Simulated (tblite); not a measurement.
Species: C4H (doublet state).
Bonds: C1–C2 (triple), C2–C3, C3–C4 (triple). Hydrogens: H5 on C4.

Structure optimised with GFN2-xTB, isolated species. This method treats the open shell by occupation alone, without spin polarisation.

(1) Give the optimised bond lengths and angles.

Answers

(1) 
```csv
bond,length (Å),order
C1≡C2,1.214,triple
C2–C3,1.362,single
C3≡C4,1.207,triple
C4–H5,1.049,single
```

Orders are formal, as drawn. A selection of angles:
```csv
angle,degrees
C1–C2–C3,161.7
C2–C3–C4,178.3
C3–C4–H5,177.8
```

C2 (carbon bonded to 2 C) is bent (angle 161.7°). The 4 heavy atoms lie in one plane (0.000 Å rms). The 3 C–C bonds span 1.207 Å (C3≡C4, drawn triple) to 1.362 Å (C2–C3, drawn single), a spread of 0.155 Å.

Its GFN2-xTB frequencies are all real (lowest 185 cm⁻¹).

Time: under 0.1 s of wall time. Hardware: one thread, Arm Neoverse V1 (aarch64), shared host with 32 logical CPUs at a one-minute load of 19. These figures are those of the optimisation.

These are computed values.
